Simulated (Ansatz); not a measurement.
The input, for Ansatz 0.2.0:

```yaml
crystal:
  periodic: [false, false, false]
  atoms:
    - {symbol: Al, position_ang: [0.000000, 0.000000, -0.670195]}
    - {symbol: Al, position_ang: [0.000000, 0.000000, -3.030611]}
    - {symbol: H, position_ang: [0.000000, 0.000000, 3.700805]}
basis:
  gaussian: {orbitals: 6-31G}
magnetization: {spin_polarized: false, initial_magnetization: 3}
correlation: {method: fic_mrcisd_q, electrons: outside_noble_gas, active_space: {window: {electrons: 7, orbitals: 9}, shells: [{species: Al, l: s, shell: 3}, {species: Al, l: p, shell: 3}, {species: H, l: s, shell: 1}]}}
```

```sh
$ ansatz run in.yaml --threads 1 --pin off --events-out ev --progress --plain --max-ram 2393MiB
```

The program prints:

```
535 factors; integrals over basis functions are off by at most 6.4e-8 eV
mean field evaluation 1: about -13175.4615 eV, gradient 5.1e0 eV
mean field evaluation 2: about -13175.4681 eV, gradient 5.1e0 eV
mean field evaluation 4: about -13175.7390 eV, gradient 2.3e0 eV
mean field evaluation 8: about -13175.8331 eV, gradient 1.1e-3 eV
mean field evaluation 16: about -13175.8291 eV, gradient 1.4e-3 eV
mean field evaluation 32: about -13175.8360 eV, gradient 1.2e-2 eV
mean field -13175.83313719 eV, -484.2029368914 hartree, gradient 5.7e-6 eV, S^2 3.750000; 8 other end points of the search recorded, 0 dependent functions left out
reference -13175.83313719 eV, -484.2029368914 hartree; 15, 12 occupied and 13, 16 virtual orbitals, 535 factors
state -13177.81852323 eV, -484.2758984824 hartree
contracted CI cycle   1: correlation 0.00000000 eV, 0.0000000000 hartree, residual 3.26e0 eV
contracted CI cycle   2: correlation -0.45058347 eV, -0.0165586370 hartree, residual 7.52e-1 eV
contracted CI cycle   3: correlation -0.47194659 eV, -0.0173437171 hartree, residual 1.74e-1 eV
contracted CI cycle   4: correlation -0.47305580 eV, -0.0173844801 hartree, residual 4.37e-2 eV
contracted CI cycle   5: correlation -0.47311748 eV, -0.0173867465 hartree, residual 1.00e-2 eV
contracted CI cycle   6: correlation -0.47312087 eV, -0.0173868713 hartree, residual 2.21e-3 eV
contracted CI cycle   7: correlation -0.47312104 eV, -0.0173868776 hartree, residual 5.13e-4 eV
state -13177.81852323 eV, -484.2758984824 hartree; corrected -13178.30283434 eV, -484.2936965875 hartree
Total energy: -13178.30283434 eV, -484.2936965875 hartree
Checks for a lower state left out: starts, orbital_swaps
```

Natural occupations: 1.9607 1.8160 1.0000 0.9721 0.9721 0.1446 0.0583 0.0583 0.0179.

For the same geometry and basis full CI lies 0.8 meV higher.

Ran on 1 thread of Intel Xeon, shared host: 13 s wall, 0.33 GiB peak host memory.
